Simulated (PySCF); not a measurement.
Delta-SCF ions had no search for a lower state. Excitations are Tamm–Dancoff values on a coarser integration grid. The basis has no diffuse functions, so Rydberg states are missing or too high.

Cartesian coordinates (Å):
SMILES: c1ccncc1
```xyz
11

C      0.1213     1.1959     0.0201
C      1.2478     0.3606     0.0230
C      1.0485    -1.0303    -0.0011
N     -0.1631    -1.6086    -0.0270
C     -1.2339    -0.7984    -0.0296
C     -1.1499     0.6042    -0.0069
H      0.2323     2.2911     0.0384
H      2.2667     0.7760     0.0437
H      1.9174    -1.7135     0.0006
H     -2.2222    -1.2929    -0.0510
H     -2.0647     1.2160    -0.0103
```
Charge 0, multiplicity 1.

### Question
What is the computed S1–T1 gap (TDA), vertical ionisation energy (Delta-SCF), LUMO, total energy and dipole moment (PySCF 2.14.0 with PBE-D3(BJ)/def2-TZVP // PBE-D3(BJ)/def2-SVP)?

### Answer

S1–T1 gap (TDA): 0.64 eV
vertical ionisation energy (Delta-SCF): 9.30 eV
LUMO: -1.85 eV
total energy: -248.0671 Ha
dipole moment: 2.17 D
